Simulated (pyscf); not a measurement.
A first-order saddle from PySCF, ωB97X-D3(BJ)/def2-SVP:

```xyz
9

C     -0.3240     0.7223    -1.0444
In    -1.3745    -0.2883     0.5113
H      0.6579     1.0369    -0.6618
H     -0.8847     1.6193    -1.3481
H     -0.1826     0.0793    -1.9248
H     -1.7241     1.0492     1.9829
H     -2.4722    -1.5793     0.7186
F     -0.0596    -0.2853     2.2799
H     -0.9180     0.5475     2.3356
```
Charge 0, spin multiplicity 1.

Surface: singlet, charge 0. Lowest wavenumbers (cm⁻¹): 989i, 47, 120, 282, 442.

Question: Which two sides does it connect, and which bonds change?

Answer: H₃C–InH₂ (SMILES [CH3][InH2]) + HF (SMILES F) <-> H₃C–InH–F (SMILES [CH3][InH][F]) + H₂ (SMILES [H][H]), a four-centre exchange read from left to right: H–In, F–H broken and F–In, H–H formed. At ωB97M-D3(BJ)/def2-TZVP it lies +2.1 kcal/mol from the left side and +18.4 kcal/mol from the right (each side as separated species at their lowest minima found). On the reactant side the descent ends in an adduct with a F–In contact, 7.3 kcal/mol under the separated species and 7.7 kcal/mol under the saddle at ωB97X-D3(BJ)/def2-TZVP. What is counted as formed (F–In) is already present as a longer contact in the reactant adduct; forming that adduct is a step of its own. At the saddle there is also a short H–In contact that neither side keeps. This is the saddle that the search found; another between the same sides may lie lower. Elements past Kr carry the def2 core potentials, without spin-orbit coupling.
